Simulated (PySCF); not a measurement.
## Nuclear quadrupole coupling in `CO[C@H](F)C#[O+]`

Species: C₃H₄FO₂ (charge +1).
Geometry (GFN2-xTB, Å), atoms numbered from 1 in this order:
```xyz
10
C3H4FO2 angstrom
C     -1.3257   -0.4784    0.3370
O     -0.3366    0.0412   -0.5625
C      0.7479    0.6932   -0.0316
F      0.7968    1.9979   -0.3315
C      1.7494   -0.1073   -0.7537
O      2.2583   -0.8914   -1.3561
H     -0.9308   -1.2854    0.9578
H     -1.7291    0.3195    0.9631
H     -2.1026   -0.8757   -0.3159
H      0.8813    0.5910    1.0708
```

Field gradients from the PBE0/pcSseg-1 density (PySCF, non-relativistic), principal values in atomic units, ordered |Vxx| ≤ |Vyy| ≤ |Vzz|:

```csv
atom,Vxx,Vyy,Vzz
O2,-0.4492,-1.5289,1.9781
O6,0.0631,0.4711,-0.5342
```

Task: Find the asymmetry η = (Vxx − Vyy)/Vzz and the couplings χ = eQV/h (234.96 MHz × Q in barn × V in au), with Q(17O) = −0.0256 b.

Result: 
| atom | environment | nucleus | η | χzz (MHz) | χxx (MHz) | χyy (MHz) |
| --- | --- | --- | --- | --- | --- | --- |
| O2 | ether oxygen | 17O | 0.55 | -11.90 | 2.70 | 9.20 |
| O6 | oxygen bonded to C | 17O | 0.76 | 3.213 | -0.380 | -2.834 |

The tensor is traceless: Vxx + Vyy + Vzz = 0.

Task: What is Vzz at O6 in SI units (1 au = 9.71736 × 10²¹ V/m²)?

Result: -0.5342 au = -5.191 × 10²¹ V/m².

Task: And the gradient at the other heavy atoms, for which no coupling is worked out here?

Result: 
```json
{"atom": "C1", "environment": "methoxy carbon", "Vzz (au)": "0.632", "η": "0.09"}
{"atom": "C3", "environment": "sp3 C–F carbon", "Vzz (au)": "-0.399", "η": "0.51"}
{"atom": "F4", "environment": "alkyl fluorine", "Vzz (au)": "3.255", "η": "0.14"}
{"atom": "C5", "environment": "triply bonded carbon", "Vzz (au)": "-0.696", "η": "0.03"}
```

Were the hydrogens deuterons (Q(2H) = 0.00286 b), χzz would run from 156 kHz (H10) to 195 kHz (H9 and H7).

Isolated species at its GFN2-xTB geometry (one conformer only). GFN2-xTB bond lengths can be off by several hundredths of an ångström, more for odd bonds, and the gradients follow them. With so small a basis the couplings can be 20 % off.

The run behind these numbers computed NMR shieldings as well. On AMD EPYC 9R14, one thread (shared host), this took 6.6 s and 0.55 GiB of memory at its peak.
